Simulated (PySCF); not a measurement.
# OF2, singlet: data card

All numbers come from PBE0/[O def2-TZVP, F def2-TZVP], no relativity, density fitting, PySCF.

The structure is a minimum.

| Quantity | Value |
| --- | --- |
| Point group | C2v |
| Bond lengths | O–F 1.381 Å (×2) |
| Bond angles | F–O–F 103.9° |
| Rotational symmetry number | 2 |
| Rotational constants | 2.069, 0.3752, 0.3176 cm⁻¹ |
| Entropy at 298.15 K and 1 bar | 245.9 J/(mol K) |
| Atomisation energy without zero-point energy | 385 kJ/mol |
| Principal quadrupole moments (Buckingham, traceless) about the centre of mass | -0.35, -0.10, 0.46 D Å |
| Heat capacity Cp at 298.15 K | 41.5 J/(mol K) |
| Highest occupied level | -9.65 eV |
| Principal polarisabilities | 6.2, 10.2, 17.0 bohr³ |
| Zero-point energy | 15.1 kJ/mol |
| Enthalpy at 298.15 K above 0 K | 10.68 kJ/mol |
| Dipole moment | 0.27 D |
| Lowest empty level | -1.94 eV |

Harmonic modes (masses in u: O 15.995, F 18.998):
```json
{"symmetry": "a1", "ω (cm⁻¹)": "508", "IR (km/mol)": "1.0", "μ (u)": "18.49"}
{"symmetry": "b2", "ω (cm⁻¹)": "949", "IR (km/mol)": "108", "μ (u)": "17.09"}
{"symmetry": "a1", "ω (cm⁻¹)": "1067", "IR (km/mol)": "13.2", "μ (u)": "17.19"}
```

In C2v the vibrations span 2a1 + b2. Here b1 is antisymmetric to the molecular plane and b2 lies in it.

Charges (e):
```json
{"atom": "O1", "Mulliken": "0.12", "Löwdin": "0.02", "polar tensor": "0.50", "Mayer order to O1": "–"}
{"atom": "F2,3", "Mulliken": "-0.06", "Löwdin": "-0.01", "polar tensor": "-0.25", "Mayer order to O1": "0.94"}
```

Mulliken populations on O1: s 3.93, p 3.87, d 0.08, f 0.01.

Outer orbital energies (eV). occupied: -26.49, -17.68, -16.41, -15.82, -13.27, -12.80, -12.71, -9.65; empty: -1.94, -1.02, 9.70, 10.54.

Counting electrons, oxygen keeps 4 of its valence electrons outside its bonds, so the VSEPR class is AX2E2 and the expected shape is bent (C2v), as computed.

The final relaxation and frequency run took 11 s on 2 threads of a shared Arm Neoverse V1 host, with 93 basis functions and 10 gradients; the process peaked at 0.85 GiB.
